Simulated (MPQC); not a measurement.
**One shape, several levels: CH3F (fluoromethane)**

Aim: a comparison of 6 runs (HF/STO-3G, HF/3-21G, HF/def2-SVP, PBE0/def2-SVP, BP86/def2-TZVP, MP2/STO-3G) of CH3F (fluoromethane). 

Program for the calculation: MPQC 2.3.1.

### Step 1. The structure to begin with

The species is CH3F (5 atoms), meant as a singlet with charge 0. SMILES: `CF`. The coordinates come from a PBE0-D4/def2-TZVP relaxation.

Bond lengths: C1–F2 1.376 Å, C1–H3 1.092 Å, C1–H4 1.092 Å, C1–H5 1.092 Å. Angles: F2–C1–H3 109.1°, F2–C1–H4 109.1°, F2–C1–H5 109.1°, H3–C1–H4 109.9°, H3–C1–H5 109.9°, H4–C1–H5 109.9°.

### Step 2. Energy and gradient at HF/STO-3G (run 1)

Input file input.in:

```
molecule<Molecule>: (
    symmetry = c1
    unit = angstrom
    { atoms geometry } = {
        C  [ -0.050700 0.032900 0.007800 ]
        F  [ 1.094100 -0.710500 -0.168600 ]
        H  [ -0.918700 -0.626900 -0.058000 ]
        H  [ -0.104800 0.796000 -0.772000 ]
        H  [ -0.019800 0.508500 0.990700 ]
    }
)
basis<GaussianBasisSet>: (
    name = "STO-3G"
    molecule = $:molecule
    basisdir = "."
    puream = yes
)
mpqc: (
    checkpoint = no
    savestate = no
    restart = no
    do_energy = yes
    do_gradient = yes
    optimize = no
    mole<CLHF>: (
        molecule = $:molecule
        basis = $:basis
        total_charge = 0
        memory = 1000000000
        print_evals = yes
        print_npa = yes
        maxiter = 120
        value_accuracy = 1e-08
        guess_wavefunction<CLHF>: (
            molecule = $:molecule
            total_charge = 0
            memory = 1000000000
            value_accuracy = 1e-3
            basis<GaussianBasisSet>: (
                name = "MINI (Huzinaga)"
                molecule = $:molecule
            )
        )
    )
)
```

The basis set STO-3G is read from a file made from the Basis Set Exchange's data (not shown).

Command:

```console
mpqc input.in > input.out
```

Log:

```text
MPQC: Massively Parallel Quantum Chemistry
[...]
  LUMO is    10   A =   0.598260
  total scf energy = -137.1684164635
[...]
Value of the MolecularEnergy: -137.1684164635
  Gradient of the MolecularEnergy:
      1   -0.0059691416
      2    0.0037722025
      3    0.0009356093
      4   -0.0115292051
      5    0.0074862002
      6    0.0017811067
      7    0.0067482389
      8   -0.0024227169
      9   -0.0007257930
     10    0.0054341219
     11   -0.0046269022
     12    0.0003553855
[...]
      symmetry = c1
[...]
```

Wall time 0.12 s (1 thread of Arm Neoverse V1, shared host).

### Step 3. Energy and forces at HF/3-21G (run 2)

Input file mol.in:

```
% CH3F
molecule<Molecule>: (
    symmetry = c1
    unit = angstrom
    { atoms geometry } = {
        C  [ -0.050700     0.032900     0.007800 ]
        F  [ 1.094100    -0.710500    -0.168600 ]
        H  [ -0.918700    -0.626900    -0.058000 ]
        H  [ -0.104800     0.796000    -0.772000 ]
        H  [ -0.019800     0.508500     0.990700 ]
    }
)
basis<GaussianBasisSet>: (
    name = "3-21G"
    molecule = $:molecule
    basisdir = "."
    puream = yes
)
mpqc: (
    checkpoint = no
    savestate = no
    restart = no
    do_energy = yes
    do_gradient = yes
    optimize = no
    mole<CLHF>: (
        molecule = $:molecule
        basis = $:basis
        total_charge = 0
        memory = 1000000000
        print_evals = yes
        print_npa = yes
        maxiter = 120
        value_accuracy = 1e-08
        guess_wavefunction<CLHF>: (
            molecule = $:molecule
            total_charge = 0
            memory = 1000000000
            value_accuracy = 1e-3
            basis<GaussianBasisSet>: (
                name = "STO-2G"
                molecule = $:molecule
            )
        )
    )
)
```

The basis set 3-21G is read from a file made from the Basis Set Exchange's data (not shown).

Command:

```console
mpqc mol.in > mol.out
```

Log:

```text
MPQC: Massively Parallel Quantum Chemistry
[...]
  LUMO is    10   A =   0.275942
  total scf energy = -138.2809243383
[...]
Value of the MolecularEnergy: -138.2809243383
  Gradient of the MolecularEnergy:
      1    0.0195720754
      2   -0.0127842980
      3   -0.0030056324
      4   -0.0196697041
      5    0.0127725415
      6    0.0030350087
      7   -0.0049436350
      8   -0.0074543768
      9   -0.0009820344
     10    0.0021430898
     11    0.0050008970
     12   -0.0072487029
[...]
      symmetry = c1
[...]
```

Wall time 0.2 s (1 thread of Arm Neoverse V1, shared host).

Runs 3 to 5 aren't shown in full; the table further down has their settings and results.

### Step 4. Energy and gradient at MP2/STO-3G (run 6)

Input file input.in:

```
% CH3F
molecule<Molecule>: (
    symmetry = c1
    unit = angstrom
    { atoms geometry } = {
        C  [ -0.050700     0.032900     0.007800 ]
        F  [ 1.094100    -0.710500    -0.168600 ]
        H  [ -0.918700    -0.626900    -0.058000 ]
        H  [ -0.104800     0.796000    -0.772000 ]
        H  [ -0.019800     0.508500     0.990700 ]
    }
)
basis<GaussianBasisSet>: (
    name = "STO-3G"
    molecule = $:molecule
    basisdir = "."
    puream = yes
)
mpqc: (
    checkpoint = no
    savestate = no
    restart = no
    do_energy = yes
    do_gradient = yes
    optimize = no
    mole<MBPT2>: (
        molecule = $:molecule
        basis = $:basis
        memory = 1000000000
        method = mp
        nfzc = 2
        reference<CLHF>: (
            molecule = $:molecule
            basis = $:basis
            total_charge = 0
            memory = 1000000000
            print_evals = yes
            maxiter = 120
            value_accuracy = 1e-08
            guess_wavefunction<ExtendedHuckelWfn>: (
                molecule = $:molecule
                total_charge = 0
                multiplicity = 1
                basis<GaussianBasisSet>: (
                    name = "STO-3G"
                    molecule = $:molecule
                )
            )
        )
    )
)
```

The basis set STO-3G is read from a file made from the Basis Set Exchange's data (not shown).

Command:

```console
mpqc input.in > input.out
```

Log:

```text
MPQC: Massively Parallel Quantum Chemistry
[...]
  CLSCF::init: total charge = 0
[...]
  nbasis = 13
[...]
  iter     1 energy = -136.0028453079 delta = 5.34506e-01
[...]
  LUMO is    10   A =   0.598260
  total scf energy = -137.1684164635
[...]
  MP2 correlation energy [au]:         -0.067792489080
  MP2 energy [au]:                   -137.236208952600
[...]
Value of the MolecularEnergy: -137.2362089526
  Gradient of the MolecularEnergy:
      1   -0.0044011465
      2    0.0027585697
      3    0.0006933900
      4   -0.0285914540
      5    0.0185659617
      6    0.0044099826
      7    0.0192519659
      8    0.0051841194
      9   -0.0000870188
     10    0.0074760238
     11   -0.0153113247
     12    0.0101722142
[...]
        symmetry = c1
[...]
```

Wall time 0.16 s (1 thread of Arm Neoverse V1, shared host).

### Step 5. All runs side by side

| run | level | starting guess | integration grid | energy (Eh) | HOMO energy (eV) | LUMO energy (eV) | HOMO–LUMO gap (eV) | wall time |
| --- | --- | --- | --- | --- | --- | --- | --- | --- |
| 1 | HF/STO-3G | MINI (Huzinaga) | – | -137.168416 | -11.33 | 16.28 | 27.60 | 0.12 s |
| 2 | HF/3-21G | STO-2G | – | -138.280924 | -13.94 | 7.51 | 21.45 | 0.2 s |
| 3 | HF/def2-SVP | MINI (Huzinaga) | – | -138.929549 | -14.34 | 5.07 | 19.41 | 1.3 s |
| 4 | PBE0/def2-SVP | 3-21G | xfine | -139.482796 | -9.52 | 2.28 | 11.80 | 14 s |
| 5 | BP86/def2-TZVP | huckel STO-3G | xfine | -139.799769 | -8.06 | 0.91 | 8.98 | 47 s |
| 6 | MP2/STO-3G | huckel STO-3G | – | -137.236209 | -11.33 | 16.28 | 27.60 | 0.16 s |

### Step 6. Summary of results

| quantity | value |
| --- | --- |
| run 6: total energy | -137.23621 Eh |
| run 6: HOMO energy (Hartree–Fock orbitals) | -11.33 eV |
| run 6: LUMO energy (Hartree–Fock orbitals) | 16.28 eV |
| run 6: HOMO–LUMO gap (Hartree–Fock orbitals) | 27.60 eV |
| run 6: correlation energy (2 core orbitals frozen) | -67.8 mEh |
| run 6: largest force on an atom | 1.768 eV/Å |

**Reading.** Over runs 1, 2, 3, 4, 5 the HOMO–LUMO gap runs from 8.98 eV (BP86/def2-TZVP) to 27.60 eV (HF/STO-3G). The two ends differ in method and basis. Totals of different functionals can't be ranked against each other. In runs 1, 6 the basis is minimal, so the values are rough. All runs together took 63 s, the longest 47 s.
